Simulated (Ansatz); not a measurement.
## Fluorite CeO2

These are LDA in Ansatz (PAW) values and carry that method's errors.

Numerical settings: plane-wave cutoff 520 eV, 12×12×12 k mesh, Fermi–Dirac smearing 0.01 eV, no spin polarisation, scalar-relativistic PAW data made under PBE.

Cell (relaxed at this level):

```
CeO2
1.0
    0.00000     2.67917     2.67917
    2.67917     0.00000     2.67917
    2.67917     2.67917     0.00000
Ce O
1 2
Direct
  0.00000   0.00000   0.00000
  0.25000   0.25000   0.25000
  0.75000   0.75000   0.75000
```

```yaml
bulk_modulus: 206 GPa
band_gap: 2.02 eV
smallest_direct_gap_on_the_k_points_sampled: 2.12 eV
"Γ–Γ gap": 3.07 eV
pressure derivative B′ of the bulk modulus: 4.4
```

Measured, for comparison: band gap 3 eV (temperature not stated, no zero-point or thermal correction, O 2p to Ce 4f, our sources range from 3.00 to 3.20; as tabulated in Tran et al. (2019), arXiv:1908.01820); bulk modulus 220 ± 9 GPa (room temperature, no zero-point or thermal correction, our sources range from 220 to 230; as tabulated in High Pressure Brillouin Spectroscopy and X-ray Diffraction of Cerium Dioxide …). Computed (rounded) less measured: bulk modulus -6 % (-6 % to -10 % over the range).

Spin–orbit coupling is not included.

Static lattice: no zero-point or thermal effects.

The result took around 40 core-seconds (rough).

Ansatz is an electronic-structure program.
